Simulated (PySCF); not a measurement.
Gas-phase reaction: 4 H2SiNH + 4 Cl + SiH4 → 4 SiH2ClNH2 + Si

Method: PySCF energies plus ideal-gas RRHO corrections (1 bar). † marks an energy on the PBE0/def2-TZVP geometry and frequencies; other levels use their own. MP2 freezes the core. 6-31G* has spherical d functions here. Open shells (unrestricted): Cl (multiplicity 2, electronic degeneracy 6), Si (multiplicity 3, electronic degeneracy 9); the rest are closed-shell singlets. Spin-orbit splitting is ignored; it lowers the true energy and changes the entropy of Cl, Si. B3LYP is the form with VWN-RPA correlation. H2SiNH, SiH2ClNH2: computed as isolated molecules; such fragments, hydroxides, amides, oligomers or adducts are transient or little studied in the gas. MP2 isn't extrapolated to the basis-set limit; its ΔH°(298 K) is -1618.8 kJ in def2-SVP and -1721.4 kJ in def2-TZVPP. The harmonic model lacks anharmonicity and excited electronic states, which grow with temperature; levels with a mode under 35 cm⁻¹ are left out. Internal rotation in SiH2ClNH2 is treated as a harmonic vibration of one conformer, which makes the entropy rough.

| level | ΔE electronic, kJ | ΔH°(298 K), kJ | ΔS°(298 K), J/K | ΔG°(1200 K), kJ |
|---|---|---|---|---|
| B3LYP/6-31G* | -1644 | -1576 | -518 | -956 |
| BLYP/def2-TZVP† | -1573 | -1504 | -516 | -888 |
| HF/def2-TZVP† | -1630 | -1562 | -516 | -945 |
| M06-2X/def2-TZVP† | -1811 | -1743 | -516 | -1126 |
| MP2/def2-TZVPP† | -1790 | -1721 | -516 | -1105 |
| r2SCAN/def2-TZVP† | -1770 | -1702 | -516 | -1086 |
| ωB97X-V/def2-TZVP† | -1791 | -1722 | -516 | -1106 |
ΔH° is lowest at M06-2X/def2-TZVP† and highest at BLYP/def2-TZVP†. No reference value is set beside these.
